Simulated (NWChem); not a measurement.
**BH3O2 (SMILES OBO): levels of theory compared**

Aim: a comparison of 4 runs (HF/3-21G, B3LYP/6-31G*, M06-2X/def2-TZVP, CCSD(T)/def2-TZVP) of BH3O2. 

The results are computed with NWChem 7.3.0.

34 further runs of the same task are left out: 34 set aside as unsound or not needed.

### 1 Starting point

BH3O2: 6 atoms, total charge 0, spin state singlet. As SMILES, `OBO`. One bond was lengthened or shortened from a relaxed shape.

Bond lengths: O1–B2 1.763 Å, B2–O3 1.356 Å, O1–H4 0.958 Å, B2–H5 1.204 Å, O3–H6 0.958 Å. Angles: O1–B2–O3 116.8°, O1–B2–H5 121.6°, O3–B2–H5 121.6°, B2–O1–H4 112.7°, B2–O3–H6 112.7°.

### 2 The energy at HF/3-21G (run 1)

The input, mol.nw:

```
start mol
title "BH3O2 energy"
memory stack 880 mb heap 220 mb global 1100 mb

geometry noautosym nocenter noautoz
 O       -1.543939      -0.690293      -0.305474
 B        0.049500       0.028100      -0.072900
 O        0.580600      -0.053800       1.172500
 H       -1.862439      -0.599293      -1.204274
 H        0.637800       0.565600      -0.976100
 H        1.445200       0.354100       1.232800
end

basis spherical bse
 * library 3-21G
end

scf
 thresh 1e-08
 maxiter 80
end

task scf
```

Run with:

```console
$ nwchem mol.nw > mol.out
```

The program printed:

```text
[...]
  functions       =    33
[...]
  wavefunction    = RHF
[...]
         Total SCF energy =   -175.211863676764
      One-electron energy =   -360.582498242883
      Two-electron energy =    125.019666616972
 Nuclear repulsion energy =     60.350967949147
        Time for solution =      0.6s
[...]
```

It took 1.4 s on 1 thread of Intel Xeon Platinum 8259CL at 2.50GHz (Skylake/Cascade Lake), shared host; peak memory 0.1 GiB.

### 3 The energy at B3LYP/6-31G(d) (Cartesian functions) (run 2)

The input, struct.xyz:

```xyz
6

O     -1.543939    -0.690293    -0.305474
B      0.049500     0.028100    -0.072900
O      0.580600    -0.053800     1.172500
H     -1.862439    -0.599293    -1.204274
H      0.637800     0.565600    -0.976100
H      1.445200     0.354100     1.232800
```

The input, run.py:

```python
from ase.io import read
from ase.calculators.nwchem import NWChem

system = read('struct.xyz')

calc = NWChem(
    label='struct',
    theory='dft',
    memory='2200 mb',
    basis='6-31G*',
    dft={'xc': 'b3lyp', 'mult': '1', 'grid': 'xfine', 'convergence': 'energy 1e-08', 'iterations': '100', 'mulliken': None},
    task='energy',
)
system.calc = calc

print(f"energy = {system.get_potential_energy():.6f} eV")
print("dipole (e A):", system.get_dipole_moment().round(4))
```

Run with:

```console
$ export ASE_NWCHEM_COMMAND="nwchem PREFIX.nwi > PREFIX.nwo"
$ python run.py
```

The program printed:

```text
energy = -4819.923302 eV
dipole (e A): [ 0.5431  0.3316 -0.236 ]
```

The calculator wrote struct.nwi:

```
title "struct"

permanent_dir struct

scratch_dir struct

start struct

geometry units angstrom nocenter noautosym noautoz
  O  -1.5439390000000000e+00 -6.9029300000000005e-01 -3.0547400000000002e-01
  B  4.9500000000000002e-02 2.8100000000000000e-02 -7.2900000000000006e-02
  O  5.8060000000000000e-01 -5.3800000000000001e-02 1.1725000000000001e+00
  H  -1.8624390000000000e+00 -5.9929299999999996e-01 -1.2042740000000001e+00
  H  6.3780000000000003e-01 5.6559999999999999e-01 -9.7609999999999997e-01
  H  1.4452000000000000e+00 3.5410000000000003e-01 1.2327999999999999e+00
end

memory 2200 mb

basis noprint
   * library 6-31G*
end

dft
  xc b3lyp
  mult 1
  grid xfine
  convergence energy 1e-08
  iterations 100
  mulliken
end

task dft energy
```

struct.nwo:

```text
Northwest Computational Chemistry Package (NWChem) 7.3.0
             --------------------------------------------------------

           Job information
           ---------------

    nwchem branch   = 7.3.0
    use scalapack   = T
    input           = struct.nwi
    prefix          = struct.
    data base       = struct/struct.db
    status          = startup
    nproc           =        1

           Memory information
           ------------------

[... 5 lines left out ...]
    hardfail = no
[... 113 lines left out ...]
          Convergence on energy requested:  1.00D-08
[... 26 lines left out ...]
          Convergence Information
[... 30 lines left out ...]
 1-e energy   =    -359.468084
[... 46 lines left out ...]
      One electron energy =     -362.009245204150
[... 8 lines left out ...]
                       DFT Final Molecular Orbital Analysis
[... 395 lines left out ...]
     Multipole analysis of the density
     ---------------------------------

     L   x y z        total         alpha         beta         nuclear
     -   - - -        -----         -----         ----         -------
     0   0 0 0     -0.000000    -12.000000    -12.000000     24.000000

     1   1 0 0      1.026244      7.352655      7.352655    -13.679067
[... 8 lines of this table left out ...]
     2   0 0 2    -12.313461    -34.178836    -34.178836     56.044211

 Task  times  cpu:       15.9s     wall:       15.9s
 Total times  cpu:       15.9s     wall:       15.9s
```

It took 18 s on 1 thread of Intel Xeon Platinum 8259CL at 2.50GHz (Skylake/Cascade Lake), shared host; peak memory 0.13 GiB.

Run 3 isn't shown in full; the table further down has it.

### 4 A single-point energy at CCSD(T)/def2-TZVP (run 4)

The input, nw.nw:

```
start nw
title "BH3O2 ccsd(t)"
memory stack 880 mb heap 220 mb global 1100 mb

geometry noautosym nocenter noautoz
   O     -1.543939    -0.690293    -0.305474
   B      0.049500     0.028100    -0.072900
   O      0.580600    -0.053800     1.172500
   H     -1.862439    -0.599293    -1.204274
   H      0.637800     0.565600    -0.976100
   H      1.445200     0.354100     1.232800
end

basis spherical bse
   * library def2-TZVP
end

scf
   singlet
   rhf
   thresh 1e-08
   maxiter 80
end

ccsd
   freeze core 3
   maxiter 60
end

task ccsd(t) energy
```

Run with:

```console
$ nwchem nw.nw > nw.out
```

The program printed:

```text
[...]
  functions       =   111
[...]
  wavefunction    = RHF
[...]
         Total SCF energy =   -176.267363630131
      One-electron energy =   -361.866405994053
      Two-electron energy =    125.248074414775
 Nuclear repulsion energy =     60.350967949147
        Time for solution =     33.9s
[...]
 Total MP2 energy:           -176.851625026714061
[...]
             energy      energy      error      ampl     ampl      Block
                                                time     time      time
[...]
 Total CCSD energy:           -176.863669637780305
[...]
 Total CCSD+T(CCSD) energy:           -176.887058316563582
[...]
 Total CCSD(T) energy:                -176.885598002182405
[...]
```

Run time: 6 min. Hardware: 1 thread of Intel Xeon Platinum 8259CL at 2.50GHz (Skylake/Cascade Lake), shared host; peak memory 0.35 GiB.

### 5 Overview of the runs

```tsv
run	level	Cartesian functions	iteration cap	energy (Eh)	dipole moment (D)	HOMO energy (eV)	LUMO energy (eV)	wall time
1	HF/3-21G	no	80	-175.211864	4.06	-11.97	4.06	1.4 s
2	B3LYP/6-31G* (Cartesian functions)	yes	100	-177.128916	3.26	-7.38	0.04	18 s
3	M06-2X/def2-TZVP	no	100	-177.146969	3.62	-9.98	0.56	36 s
4	CCSD(T)/def2-TZVP	no	80	-176.885598	–	-12.60	2.95	6 min
```

### 6 What came out

| quantity | value |
| --- | --- |
| run 4: total energy | -176.88560 Eh |
| run 4: HOMO energy (Hartree–Fock orbitals) | -12.60 eV |
| run 4: LUMO energy (Hartree–Fock orbitals) | 2.95 eV |
| run 4: HOMO–LUMO gap (Hartree–Fock orbitals) | 15.55 eV |
| run 4: correlation energy (3 core orbitals frozen) | -618.2 mEh |
| run 4: (T) correction | -21.93 mEh |

In words: Over runs 1, 2, 3 the dipole moment (its size) runs from 3.26 D (B3LYP/6-31G*) to 4.06 D (HF/3-21G). The two ends differ in method and basis. Over runs 1, 2, 3 the HOMO–LUMO gap runs from 7.41 eV (B3LYP/6-31G*) to 16.04 eV (HF/3-21G). Totals of different functionals can't be ranked against each other. All runs together took 6.9 min, the longest 6 min.
